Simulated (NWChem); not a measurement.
# B3LYP/6-31G(d) (spherical functions) run of CH8Si2 (SMILES [SiH3]C[SiH3]), part 2 of 2

NWChem 7.3.0. Earlier steps stand in the parts before.

## (3) The distorted shape: the energy at B3LYP/6-31G(d) (spherical functions)

The input, run.py:

```python
from ase import Atoms
from ase.calculators.nwchem import NWChem

system = Atoms(['Si', 'C', 'Si', 'H', 'H', 'H', 'H', 'H', 'H', 'H', 'H'], positions=[
    [-0.793215, 0.552222, -2.023762],
    [0.079425, -1.103938, -2.044692],
    [1.700945, -1.134838, -1.109512],
    [-2.070035, 0.494302, -2.785592],
    [0.072255, 1.596422, -2.634662],
    [-1.463790, 1.436810, 1.054620],
    [-0.588335, -1.860118, -1.618372],
    [0.266325, -1.391328, -3.084872],
    [1.476415, -0.786868, 0.319158],
    [2.647825, -0.145778, -1.690702],
    [2.329825, -2.481878, -1.172642],
])

calc = NWChem(
    label='ch8si2',
    theory='dft',
    memory='2200 mb',
    basis='6-31G*',
    basispar='spherical bse',
    dft={'xc': 'b3lyp', 'mult': '1', 'grid': 'xfine', 'convergence': 'energy 1e-08', 'iterations': '100', 'mulliken': None},
    task='energy',
)
system.calc = calc

print(f"energy = {system.get_potential_energy():.6f} eV")
print("dipole (e A):", system.get_dipole_moment().round(4))
```

The run is started by

```bash
$ export ASE_NWCHEM_COMMAND="nwchem PREFIX.nwi > PREFIX.nwo"
$ python run.py
```

Output:

```text
energy = -16918.373238 eV
dipole (e A): [ 0.0935 -0.3405 -0.5467]
```

The calculator wrote ch8si2.nwi:

```
title "ch8si2"

permanent_dir ch8si2

scratch_dir ch8si2

start ch8si2

geometry units angstrom nocenter noautosym noautoz
  Si -7.9321500000000000e-01 5.5222199999999999e-01 -2.0237620000000001e+00
  C  7.9424999999999996e-02 -1.1039380000000001e+00 -2.0446920000000000e+00
  Si 1.7009449999999999e+00 -1.1348380000000000e+00 -1.1095120000000001e+00
  H  -2.0700349999999998e+00 4.9430200000000002e-01 -2.7855919999999998e+00
  H  7.2255000000000000e-02 1.5964220000000000e+00 -2.6346620000000001e+00
  H  -1.4637899999999999e+00 1.4368099999999999e+00 1.0546199999999999e+00
  H  -5.8833500000000005e-01 -1.8601179999999999e+00 -1.6183719999999999e+00
  H  2.6632499999999998e-01 -1.3913279999999999e+00 -3.0848719999999998e+00
  H  1.4764150000000000e+00 -7.8686800000000001e-01 3.1915800000000000e-01
  H  2.6478250000000001e+00 -1.4577799999999999e-01 -1.6907019999999999e+00
  H  2.3298250000000000e+00 -2.4818780000000000e+00 -1.1726420000000000e+00
end

memory 2200 mb

basis spherical bse noprint
   * library 6-31G*
end

dft
  xc b3lyp
  mult 1
  grid xfine
  convergence energy 1e-08
  iterations 100
  mulliken
end

task dft energy
```

ch8si2.nwo:

```text
Northwest Computational Chemistry Package (NWChem) 7.3.0
             --------------------------------------------------------

           Job information
           ---------------

    nwchem branch   = 7.3.0
    use scalapack   = T
    input           = ch8si2.nwi
    prefix          = ch8si2.
    data base       = ch8si2/ch8si2.db
    status          = startup
    nproc           =        1

           Memory information
           ------------------

    heap     =     72089600 doubles =      550.0 Mbytes
    stack    =     72089597 doubles =      550.0 Mbytes
    global   =    144179200 doubles =     1100.0 Mbytes (distinct from heap & stack)
    total    =    288358397 doubles =     2200.0 Mbytes
    verify   = yes
    hardfail = no

           Directory information
           ---------------------

  0 permanent = ch8si2
  0 scratch   = ch8si2

                                NWChem Input Module
                                -------------------

                                      ch8si2
                                      ------

 Scaling coordinates for geometry "geometry" by  1.889725989
 (inverse scale =  0.529177249)

                             Geometry "geometry" -> ""
                             -------------------------

 Output coordinates in angstroms (scale by  1.889725989 to convert to a.u.)

  No.       Tag          Charge          X              Y              Z
 ---- ---------------- ---------- -------------- -------------- --------------
    1 Si                  14.0000    -0.79321500     0.55222200    -2.02376200
    2 C                    6.0000     0.07942500    -1.10393800    -2.04469200
    3 Si                  14.0000     1.70094500    -1.13483800    -1.10951200
[... 7 lines of this table left out ...]
   11 H                    1.0000     2.32982500    -2.48187800    -1.17264200

      Atomic Mass
      -----------

      Si                27.976930
      C                 12.000000
      H                  1.007825

 Effective nuclear repulsion energy (a.u.)     147.5669524686

            Nuclear Dipole moment (a.u.)
            ----------------------------
        X                 Y               Z
 ---------------- ---------------- ----------------
    29.9620874291   -33.8614103949  -128.0233648141

            XYZ format geometry
            -------------------
    11
 geometry
 Si                   -0.79321500     0.55222200    -2.02376200
 C                     0.07942500    -1.10393800    -2.04469200
 Si                    1.70094500    -1.13483800    -1.10951200
[... 7 lines of this table left out ...]
 H                     2.32982500    -2.48187800    -1.17264200

 ==============================================================================
                                internuclear distances
 ------------------------------------------------------------------------------
       center one      |      center two      | atomic units |  angstroms
 ------------------------------------------------------------------------------
    2 C                |   1 Si               |     3.53778  |     1.87211
    3 Si               |   2 C                |     3.53780  |     1.87212
    4 H                |   1 Si               |     2.81183  |     1.48795
[... 5 lines of this table left out ...]
   11 H                |   3 Si               |     2.81182  |     1.48795
 ------------------------------------------------------------------------------
                         number of included internuclear distances:          9
 ==============================================================================

[... 39 lines left out ...]
  convergence criterion.
[... 1 line left out ...]
  convergence criterion.
[... 15 lines left out ...]
          Convergence on energy requested:  1.00D-08
          Convergence on density requested:  1.00D-05
          Convergence on gradient requested:  5.00D-04
[... 22 lines left out ...]
          Spatial weights used:  Erf1
[... 1 line left out ...]
          Convergence Information
[... 1 line left out ...]
          Convergence aids based upon iterative change in
          total energy or number of iterations.
[... 58 lines left out ...]
   convergence    iter        energy       DeltaE   RMS-Dens  Diis-err    time
[... 21 lines left out ...]
         Total DFT energy =     -621.738753880263
      One electron energy =    -1151.144656147501
           Coulomb energy =      431.980729952790
    Exchange-Corr. energy =      -50.141780154178
 Nuclear repulsion energy =      147.566952468626
[... 5 lines left out ...]
                       DFT Final Molecular Orbital Analysis
[... 432 lines left out ...]
    31      0.525847   2 C  d  1             30     -0.429054   2 C  d  0
    48     -0.174454   3 Si d  0             15      0.163345   1 Si d -1
[... 4 lines of this table left out ...]
              MO Center=  1.2D-01, -1.0D+00, -2.0D+00, r^2= 9.6D-01
   Bfn.  Coefficient  Atom+Function         Bfn.  Coefficient  Atom+Function
  ----- ------------  ---------------      ----- ------------  ---------------
    29      0.658024   2 C  d -1             28      0.496481   2 C  d -2
    32     -0.438200   2 C  d  2             26      0.379469   2 C  py
    31     -0.324337   2 C  d  1             46      0.231669   3 Si d -2
[... 4 lines of this table left out ...]
              MO Center=  8.3D-02, -1.0D+00, -2.0D+00, r^2= 1.2D+00
   Bfn.  Coefficient  Atom+Function         Bfn.  Coefficient  Atom+Function
  ----- ------------  ---------------      ----- ------------  ---------------
    25      0.927926   2 C  px               42     -0.839140   3 Si s
    32      0.776460   2 C  d  2             26     -0.763511   2 C  py
    10      0.709473   1 Si s                 8     -0.617474   1 Si py
[... 4 lines of this table left out ...]
              MO Center=  1.3D-01, -1.1D+00, -2.0D+00, r^2= 1.1D+00
   Bfn.  Coefficient  Atom+Function         Bfn.  Coefficient  Atom+Function
  ----- ------------  ---------------      ----- ------------  ---------------
    24      0.950751   2 C  s                31     -0.809347   2 C  d  1
    39      0.540361   3 Si px               28     -0.530975   2 C  d -2
    30     -0.516052   2 C  d  0             25      0.490327   2 C  px
[... 4 lines of this table left out ...]
              MO Center=  4.3D-02, -1.2D+00, -2.1D+00, r^2= 1.0D+00
   Bfn.  Coefficient  Atom+Function         Bfn.  Coefficient  Atom+Function
  ----- ------------  ---------------      ----- ------------  ---------------
    30      0.755099   2 C  d  0             57      0.731142   7 H  s
    59     -0.730371   8 H  s                29      0.613108   2 C  d -1
    28     -0.569285   2 C  d -2             27     -0.563539   2 C  pz
    25      0.276072   2 C  px               26      0.220705   2 C  py
    10     -0.168012   1 Si s                45      0.162905   3 Si pz

     ---------------------------------------------
      Total Density - Mulliken Population Analysis
     ---------------------------------------------

    Atom       Charge   Shell Charges
 -----------   ------   -------------------------------------------------------
    1 Si  14    13.68   2.00  2.00  5.96  1.04  1.71  0.34  0.51  0.13
    2 C    6     6.70   2.00  0.66  2.12  0.69  1.21  0.02
    3 Si  14    13.62   2.00  2.00  5.96  0.99  1.91  0.25  0.36  0.16
[... 7 lines of this table left out ...]
   11 H    1     1.07   0.51  0.55

     -------------------------------------------
      Total Density - Lowdin Population Analysis
     -------------------------------------------

    Atom       Charge   Shell Charges
 -----------   ------   -------------------------------------------------------
    1 Si  14    13.72   2.00  1.98  5.88  0.75  1.56  0.44  0.95  0.16
    2 C    6     6.64   1.99  0.57  1.94  0.47  1.63  0.04
    3 Si  14    13.72   2.00  1.98  5.89  0.69  1.72  0.37  0.86  0.21
[... 7 lines of this table left out ...]
   11 H    1     1.04   0.50  0.54

 center of mass
 --------------
 x =   0.72191740 y =  -0.81315343 z =  -3.08007432

 moments of inertia (a.u.)
 ------------------
         328.829204766975         230.359728723160        -124.633173376447
         230.359728723160         496.195003077286          57.419459283590
        -124.633173376447          57.419459283590         612.302530410257

     Multipole analysis of the density
     ---------------------------------

     L   x y z        total         alpha         beta         nuclear
     -   - - -        -----         -----         ----         -------
     0   0 0 0     -0.000000    -21.000000    -21.000000     42.000000

     1   1 0 0      0.176690    -14.892698    -14.892698     29.962087
[... 8 lines of this table left out ...]
     2   0 0 2    -24.567146   -247.869512   -247.869512    471.171878

 Task  times  cpu:       42.1s     wall:       42.1s
 Total times  cpu:       42.1s     wall:       42.1s
```

Wall time 44 s (1 thread of Intel Xeon 6975P-C (Granite Rapids), shared host); peak memory 0.14 GiB.

## (4) What came out

What follows sums up all 2 parts.

Level: B3LYP/6-31G* (spherical functions).

| quantity | value |
| --- | --- |
| first shape: total energy | -621.90071 Eh |
| first shape: dipole moment | 0.88 D |
| first shape: HOMO energy | -8.45 eV |
| first shape: LUMO energy | 0.58 eV |
| first shape: HOMO–LUMO gap | 9.04 eV |
| first shape: largest force on an atom | 0.265 eV/Å |
| distorted shape: total energy | -621.73875 Eh |
| distorted shape: dipole moment | 3.13 D |
| distorted shape: HOMO energy | -6.04 eV |
| distorted shape: LUMO energy | -3.50 eV |
| distorted shape: HOMO–LUMO gap | 2.53 eV |
| energy change with the Si1–H6 bond stretched from 1.487 to 3.272 Å | 4.407 eV |

**Reading.** One bond (distorted shape) is far stretched, which a spin-restricted single reference describes badly; a broken-symmetry solution may lie lower. With the Si1–H6 bond stretched from 1.487 to 3.272 Å the energy rises by 4.41 eV (102 kcal/mol). The first shape isn't relaxed at this level, so the change isn't measured from a minimum. A restricted reference can't describe the breaking bond well at this length. The largest force (first shape) is 0.27 eV/Å: the shape isn't a stationary point for this species at this level. Mulliken charges (first shape) run from -0.69 on C2 to +0.37 on Si1. Mulliken charges (distorted shape) run from -0.70 on C2 to +0.38 on Si3.
